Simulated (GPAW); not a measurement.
**C3H2NO (SMILES C#CC([NH])=O): levels of theory compared**

Wanted: a comparison of 3 runs (UPBE/real-space grid, ULDA (PW92)/sz(dzp), UPBE/dzp) of C3H2NO. Input form: an ASE script.

The results are computed with GPAW 26.7.0.

3 further runs of the same task are left out: 2 that didn't finish, 1 set aside as unsound or not needed. Runs told in other sessions of the task aren't counted.

## Step 1: The system as given

C3H2NO has 7 atoms, charge 0, and is taken as a doublet. SMILES: `C#CC([NH])=O`. Geometry: relaxed at GFN2-xTB. This is one conformer, not always the lowest.

Bond lengths: C1–C2 1.199 Å, C2–C3 1.430 Å, C3–N4 1.299 Å, C3–O5 1.246 Å, C1–H6 1.050 Å, N4–H7 1.011 Å. Angles: C1–C2–C3 177.6°, C2–C3–N4 119.4°, C2–C3–O5 125.2°, N4–C3–O5 115.4°, C2–C1–H6 178.7°, C3–N4–H7 118.2°.

## Step 2: The charge distribution at UPBE/real-space grid (scalar-relativistic datasets) (run 3)

The input, C3H2NO_sp.py:

```python
import numpy as np
from ase import Atoms
from ase.units import Debye
from gpaw import GPAW

atoms = Atoms(['C', 'C', 'C', 'N', 'O', 'H', 'H'],
    positions=[[ -0.768250,   0.730270,   1.652430],
               [ -0.267440,   0.227090,   0.685700],
               [  0.359890,  -0.408360,  -0.431010],
               [  0.172100,   0.069230,  -1.624200],
               [  1.096160,  -1.411760,  -0.366760],
               [ -1.217590,   1.186610,   2.485090],
               [  0.625120,  -0.393080,  -2.401250]])
atoms.center(vacuum=4.5)
atoms.set_initial_magnetic_moments([0.2, 0.2, 0.2, 0.2, 0.2, 0.0, 0.0])

calculator = GPAW(mode='fd',
                  symmetry='off',
                  maxiter=100,
                  occupations={'name': 'fermi-dirac', 'width': 0.01, 'fixmagmom': True},
                  h=0.25,
                  xc='PBE',
                  txt='-')
atoms.calc = calculator

energy = atoms.get_potential_energy()
print(f'Energy                  {energy:.5f} eV')
forces = atoms.get_forces()
print('Forces (eV/Ang)')
for symbol, f in zip(atoms.symbols, forces):
    print(f'{symbol:2} {f[0]:9.4f} {f[1]:9.4f} {f[2]:9.4f}')
dipole = atoms.get_dipole_moment() / Debye
print(f'Dipole = {np.linalg.norm(dipole):.3f} D')
print('Moments:', atoms.get_magnetic_moments().round(3))
```

On the command line:

```
python C3H2NO_sp.py
```

The log of the run:

```text
[...]
Number of symmetries: 1
[...]
  Number of IBZ points: 1
[...]
Spin-components: 2 (collinear spins)
Bands:           20
[...]
  Valence electrons: 25.0
[...]
  Grid points: [44 48 56]
  Charge: 0.0  # |e|
[...]
    cutoffs:
[...]
occupation numbers:
  Fixed magnetic moment: 1.000
[...]
xc functional:
  name: PBE with 2 nearest neighbor stencil
[...]
|iter     |     time |      energy | eigst |  dens |  magmom |
[...]
|iter:   1| 00:00:02 |  -49.151410 | +1.17 |       |  +0.9985|
[...]
|iter:  17| 00:00:28 |  -45.455911c| -7.44c| -5.04c|  +1.0000|
Converged in 17 steps
[...]
Energy contributions relative to reference atoms: (reference = -6630.438476)
Energy contributions:
  Kinetic:          58.394187
  Coulomb:         -64.204722
  Zero:              3.768153
  External:          0.000000
  Xc:              -43.413528
  Entropy:          -0.000000
  Spinorbit:         0.000000
  ----------------------------
  Free energy:     -45.455911
  Extrapolated:    -45.455911
dipole moment: (-0.193656, 0.228406, 0.135248)  # |e|*Ang
Total magnetic moment: (0.000000, 0.000000, 1.000000)
Local magnetic moments
|        x |        y |         z |
|----------|----------|-----------|
| 0.000000 | 0.000000 |  0.011089 |  # C    0
| 0.000000 | 0.000000 |  0.002911 |  # C    1
| 0.000000 | 0.000000 | -0.004062 |  # C    2
| 0.000000 | 0.000000 |  0.199381 |  # N    3
| 0.000000 | 0.000000 |  0.289353 |  # O    4
| 0.000000 | 0.000000 | -0.000315 |  # H    5
| 0.000000 | 0.000000 |  0.009113 |  # H    6
Fermi levels: -6.393, -6.440
[...]
Gap: 0.734 eV
Transition (v -> c):
[...]
N    -5.4426    1.6594   -1.5632
O     1.0396   -1.0060    0.0364
H    -0.2595    0.1210    0.3483
H     0.3858   -0.5178   -0.1279
Dipole = 1.578 D
Moments: [ 0.011  0.003 -0.004  0.199  0.289 -0.     0.009]
```

It took 29 s on 1 thread of Arm Neoverse V1, shared host; peak memory 0.47 GiB.

## Step 3: Energy and one-electron properties at ULDA (PW92)/sz(dzp) (scalar-relativistic datasets) (run 1)

The input, mol.py:

```python
import numpy as np
from ase import Atoms
from ase.units import Debye
from gpaw import GPAW

# Atomic positions
atoms = Atoms(['C', 'C', 'C', 'N', 'O', 'H', 'H'],
    positions=[[ -0.768250,   0.730270,   1.652430],
               [ -0.267440,   0.227090,   0.685700],
               [  0.359890,  -0.408360,  -0.431010],
               [  0.172100,   0.069230,  -1.624200],
               [  1.096160,  -1.411760,  -0.366760],
               [ -1.217590,   1.186610,   2.485090],
               [  0.625120,  -0.393080,  -2.401250]])
atoms.center(vacuum=4.5)
atoms.set_initial_magnetic_moments([0.2, 0.2, 0.2, 0.2, 0.2, 0.0, 0.0])

# Ground state
calc = GPAW(mode='lcao',
            basis='sz(dzp)',
            h=0.25,
            xc='LDA',
            occupations={'name': 'fermi-dirac', 'width': 0.01, 'fixmagmom': True},
            maxiter=100,
            symmetry='off',
            txt='mol.txt')
atoms.calc = calc

energy = atoms.get_potential_energy()
print(f'Energy: {energy:.5f} eV')
forces = atoms.get_forces()
print('Forces (eV/Ang)')
for symbol, f in zip(atoms.symbols, forces):
    print(f'{symbol:2} {f[0]:9.4f} {f[1]:9.4f} {f[2]:9.4f}')
dipole = atoms.get_dipole_moment() / Debye
print(f'Dipole                  {np.linalg.norm(dipole):.3f} D')
print('Moments:', atoms.get_magnetic_moments().round(3))
```

On the command line:

```
python mol.py > mol.log
```

The log of the run:

```text
Energy: -33.03176 eV
Forces (eV/Ang)
C    -0.6226    0.6173    1.3284
C     1.6176   -1.5675   -3.1960
C    -3.2258    3.7511    2.4462
N    -2.3960    6.6441   -3.4135
O     5.7160   -7.9014    0.4407
H    -2.3280    2.1328    4.0563
H     2.6812   -2.3694   -3.7274
Dipole                  0.678 D
Moments: [ 0.006 -0.001 -0.014  0.218  0.275 -0.     0.003]
```

mol.txt:

```text
__  _  _
 | _ |_)|_||  |
 |__||  | ||/\| - 26.7.0

units:  Angstrom and eV
cores:  1
OpenMP: False

Versions:
  Python: 3.12.14
  ASE:    3.29.0
  Numpy:  2.5.5
  Scipy:  1.18.1
  Libxc:  7.0.0

        _gpaw.cpython-312-aarch64-linux-gnu.so

[... 66 lines left out ...]
|   |                                coordinates |     weight |
[... 167 lines left out ...]
  Fourier metric: weight=20.0, sigma=0.015
[... 227 lines left out ...]
Reference energy: -6579.448042  # eV
[... 31 lines left out ...]
convergence criteria:
[... 14 lines left out ...]
Converged in 12 steps
[... 15 lines left out ...]
dipole moment: (-0.078781, 0.116867, -0.007859)  # |e|*Ang
[... 32 lines left out ...]
Forces  # eV/Ang
|        x |        y |        z |
|----------|----------|----------|
| -0.62259 |  0.61726 |  1.32845 |  # C    0
|  1.61757 | -1.56747 | -3.19598 |  # C    1
| -3.22576 |  3.75111 |  2.44617 |  # C    2
| -2.39595 |  6.64409 | -3.41349 |  # N    3
|  5.71600 | -7.90143 |  0.44066 |  # O    4
| -2.32799 |  2.13276 |  4.05629 |  # H    5
|  2.68122 | -2.36942 | -3.72742 |  # H    6

Force computation time: 0.062  # s

timing:  # [seconds]
  Total:  6.250  # ━━━━━━━━━━━━━━━━━━━━━━━━━━━━━━━━━━━━━━━━━━━━━━━━━━━━━━━━━━
  Init:   2.166  # ━━━━━━━━━━━━━━━━━━━━
  SCF:    3.988  # ━━━━━━━━━━━━━━━━━━━━━━━━━━━━━━━━━━━━━
  Forces: 0.062  # ╸

Max RSS: 431.512  # MiB
```

Run time: 7.1 s. Hardware: 1 thread of Arm Neoverse V1, shared host; peak memory 0.42 GiB.

## Step 4: The charge distribution at UPBE/dzp (scalar-relativistic datasets) (run 2)

The input, run.py:

```python
import numpy as np
from ase import Atoms
from ase.units import Debye
from gpaw import GPAW

# Geometry
molecule = Atoms('CCCNOHH',
    positions=[[ -0.768250,   0.730270,   1.652430],
               [ -0.267440,   0.227090,   0.685700],
               [  0.359890,  -0.408360,  -0.431010],
               [  0.172100,   0.069230,  -1.624200],
               [  1.096160,  -1.411760,  -0.366760],
               [ -1.217590,   1.186610,   2.485090],
               [  0.625120,  -0.393080,  -2.401250]])
molecule.center(vacuum=4.5)
molecule.set_initial_magnetic_moments([0.2, 0.2, 0.2, 0.2, 0.2, 0.0, 0.0])

# Calculator
calculator = GPAW(mode='lcao',
                  basis='dzp',
                  h=0.22,
                  xc='PBE',
                  occupations={'name': 'fermi-dirac', 'width': 0.01, 'fixmagmom': True},
                  maxiter=100,
                  symmetry='off',
                  txt='run.txt')
molecule.calc = calculator

energy = molecule.get_potential_energy()
print(f'Energy: {energy:.5f} eV')
forces = molecule.get_forces()
print('Forces (eV/Ang)')
for symbol, f in zip(molecule.symbols, forces):
    print(f'{symbol:2} {f[0]:9.4f} {f[1]:9.4f} {f[2]:9.4f}')
dipole = molecule.get_dipole_moment() / Debye
print(f'Dipole: {np.linalg.norm(dipole):.3f} D')
print('Moments:', molecule.get_magnetic_moments().round(3))
```

On the command line:

```
python run.py > run.log
```

The log of the run:

```text
Energy: -41.68601 eV
Forces (eV/Ang)
C    -0.4818    0.4607    0.9512
C     0.9258   -0.9903   -1.4542
C    -0.9112    1.1550    0.2794
N    -0.9797    1.6655   -0.7184
O     1.7912   -2.0161    0.7700
H    -0.6997    0.7178    1.3196
H     0.5797   -0.5673   -0.9718
Dipole: 1.249 D
Moments: [ 0.009  0.002 -0.006  0.19   0.297 -0.     0.008]
```

run.txt:

```text
__  _  _
 | _ |_)|_||  |
 |__||  | ||/\| - 26.7.0

units:  Angstrom and eV
cores:  1
OpenMP: False

Versions:
  Python: 3.12.14
  ASE:    3.29.0
  Numpy:  2.5.5
  Scipy:  1.18.1
  Libxc:  7.0.0

        _gpaw.cpython-312-aarch64-linux-gnu.so

[... 66 lines left out ...]
|   |                                coordinates |     weight |
[... 178 lines left out ...]
  Fourier metric: weight=20.0, sigma=0.015
[... 238 lines left out ...]
Reference energy: -6630.438476  # eV
[... 31 lines left out ...]
convergence criteria:
[... 14 lines left out ...]
Converged in 13 steps
[... 15 lines left out ...]
dipole moment: (-0.150301, 0.184527, 0.104557)  # |e|*Ang
[... 32 lines left out ...]
Forces  # eV/Ang
|        x |        y |        z |
|----------|----------|----------|
| -0.48180 |  0.46065 |  0.95122 |  # C    0
|  0.92583 | -0.99029 | -1.45418 |  # C    1
| -0.91125 |  1.15498 |  0.27942 |  # C    2
| -0.97968 |  1.66553 | -0.71843 |  # N    3
|  1.79117 | -2.01614 |  0.76998 |  # O    4
| -0.69965 |  0.71776 |  1.31963 |  # H    5
|  0.57971 | -0.56729 | -0.97180 |  # H    6

Force computation time: 0.271  # s

timing:  # [seconds]
  Total:  14.746  # ━━━━━━━━━━━━━━━━━━━━━━━━━━━━━━━━━━━━━━━━━━━━━━━━━━━━━━━━━
  Init:    3.915  # ━━━━━━━━━━━━━━━
  SCF:    10.530  # ━━━━━━━━━━━━━━━━━━━━━━━━━━━━━━━━━━━━━━━━╸
  Forces:  0.271  # ━

Max RSS: 669.422  # MiB
```

It took 16 s on 1 thread of Arm Neoverse V1, shared host; peak memory 0.65 GiB.

## Step 5: Overview of the runs

| run | level | mode | grid spacing | energy (Eh) | dipole moment (D) | HOMO energy (eV) | LUMO energy (eV) | wall time |
| --- | --- | --- | --- | --- | --- | --- | --- | --- |
| 3 | UPBE/real-space grid (scalar-relativistic datasets) | fd | 0.25 | -245.334594 | 1.58 | -6.67 | -5.94 | 29 s |
| 1 | ULDA (PW92)/sz(dzp) (scalar-relativistic datasets) | lcao | 0.25 | -243.004150 | 0.68 | -7.93 | -7.15 | 7.1 s |
| 2 | UPBE/dzp (scalar-relativistic datasets) | lcao | 0.22 | -245.196052 | 1.25 | -6.27 | -5.54 | 16 s |

## Step 6: Results

```
                                                               quantity        value
run 2, UPBE/dzp: energy as printed (from the program's reference atoms)  -41.6860 eV
                                         run 2, UPBE/dzp: dipole moment       1.25 D
                    run 2, UPBE/dzp: HOMO energy (highest over α and β)     -6.27 eV
                     run 2, UPBE/dzp: LUMO energy (lowest over α and β)     -5.54 eV
```

The dipole moment (its size) runs from 0.68 D (ULDA (PW92)/sz(dzp)) to 1.58 D (UPBE/real-space grid). The two ends differ in method and basis. Totals of different functionals can't be ranked against each other. All runs together took 52 s, the longest 29 s.
